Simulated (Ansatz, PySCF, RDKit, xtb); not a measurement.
# C2H4F2: from the formula to a structure

Task: start from the formula C2H4F2, draw up candidate structures, narrow them down in stages, and characterise the one that lies lowest at 298.15 K.

Plan: many cheap relaxations first (GFN2-xTB), then density-functional screening, relaxation at PBE0-D3(BJ)/pcseg-1, vibrations and a final energy. The numbers are computed, not measured.

4 further runs of the same task are left out: 4 set aside as unsound or not needed.

### 1 Candidates

All bonding patterns within simple valence rules are listed by program: one Lewis structure each, at most two rings and one unusual centre or charged pair. O–O, O–halogen and N–halogen bonds and N–N–N chains are not drawn. That gives 2 candidates.

```
label  SMILES     spin
 c011    FCCF  singlet
 c146  CC(F)F  singlet
```

Candidates are built by distance geometry, with a force field where one applies, in up to four conformers (letters a to d).

**Question.** With final energies at CCSD(T)/def2-TZVP, which structure will this search put lowest in free energy, and by what margin?

| quantity | value |
| --- | --- |
| lowest structure found | CC(F)F, singlet, Cs |
| next finalist | FCCF, singlet, 13.3 kcal/mol higher in G |
| share at equilibrium, among the finalists | 100.0 % |
| harmonic wavenumbers, lowest and highest (PBE0-D3(BJ)/pcseg-1) | 238 and 3195 cm⁻¹ |
| rotational constants, same geometry | 0.3162, 0.3016, 0.1733 cm⁻¹ |
| dipole moment (PBE0/def2-TZVPD) | 2.25 D |
| HOMO energy (PBE0/def2-TZVPD) | -9.73 eV |
| LUMO energy (PBE0/def2-TZVPD) | 0.39 eV |
| HOMO–LUMO gap (PBE0/def2-TZVPD) | 10.12 eV |
| lowest excitation (TD-CAM-B3LYP/def2-SVPD) | 9.46 eV (f = 0.015) |
| strongest of the states computed, same level | 11.02 eV (f = 0.117) |
| lowest triplet excitation, same level, Tamm-Dancoff | 9.13 eV |
| vertical ionisation energy | 12.33 eV |
| vertical electron affinity | -1.34 eV (unbound: the value depends on the basis) |
| vertical triplet less singlet | +8.87 eV |

`CC(F)F` comes out lowest. Among the finalists first place is clear (13.3 kcal/mol); structures outside the list aren't covered. GFN2-xTB, HF/STO-3G, r2SCAN-D4/def2-SVP, PBE0-D3(BJ)/pcseg-1, HF/def2-TZVP and MP2/def2-TZVP already put its bonding pattern lowest among the structures in one piece. Measured dipole moment: 2.262 D (NIST CCCBDB Release 22 (SRD 101), experimental dipoles); the calculated dipole moment, 2.25 D, differs by -0.01 D. Measured heats of formation are -497 kJ/mol (298.15 K; CRC Handbook of Chemistry and Physics) for c146a and -450.4 kJ/mol (298.15 K; Active Thermochemical Tables) for c011a: a difference of +46.6 kJ/mol, against +56.5 calculated. Lowest found is not proven lowest: the search is finite, and each finalist counts with one conformer. Patterns outside the rules of the enumeration were met only by chance.
